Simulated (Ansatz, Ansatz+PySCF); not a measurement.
```json
{"atom": "C", "x (Å)": "0.0261", "y (Å)": "0.0086", "z (Å)": "-0.6816"}
{"atom": "C", "x (Å)": "0.0386", "y (Å)": "-0.0100", "z (Å)": "0.7535"}
{"atom": "H", "x (Å)": "-0.0206", "y (Å)": "-0.9539", "z (Å)": "-1.2624"}
{"atom": "H", "x (Å)": "-0.0159", "y (Å)": "0.9232", "z (Å)": "-1.2561"}
{"atom": "H", "x (Å)": "-0.9154", "y (Å)": "-0.0433", "z (Å)": "1.2846"}
{"atom": "H", "x (Å)": "0.9649", "y (Å)": "-0.0379", "z (Å)": "1.2993"}
```

UHF on triplet C₂H₄ was run in several spherical basis sets with Ansatz (development build ahead of 0.2.0). Caution: another spin multiplicity may lie lower.

Problem. Rank the basis sets by the total energy that they give, lowest first, with the distance from the lowest.
A. def2-TZVP
B. cc-pVTZ
C. cc-pVDZ
D. def2-SVP
E. aug-cc-pVDZ
F. 6-31G(d)
G. 6-31G

Solution. A (0.00 eV), B (0.03 eV), E (0.55 eV), C (0.64 eV), F (0.88 eV), G (1.58 eV), D (2.32 eV).

Totals follow the description of the cores as much as that of the bonds, so this order isn't one of quality for chemistry.
